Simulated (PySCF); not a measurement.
O2, SMILES O=O (connectivity only; charge and spin as stated), charge +1, multiplicity 2. Atoms are numbered in the order given.

```xyz
2

O      0.0000     0.0000    -0.5492
O      0.0000     0.0000     0.5492
```
Charge +1, spin multiplicity 2.

Coordinates come from a PBE0-D3(BJ)/def2-TZVPD optimisation.

The numbers are results of B3LYP/pcH-1 in PySCF, not measurements.

Unrestricted Kohn–Sham, ⟨S²⟩ = 0.752. Hyperfine tensors hold the contact and dipolar terms, without spin-orbit corrections.

Q: Estimate the hyperfine couplings. (The exact figures need the calculation; the answer reports its results.)

A: 
```tsv
nucleus	A(iso) (MHz)	A(iso) (G)	dipolar principal values (MHz)
17O no. 1	-34.8	-12.4	-212.4, 104.8, 107.6
17O no. 2	-34.8	-12.4	-212.4, 104.8, 107.6
```
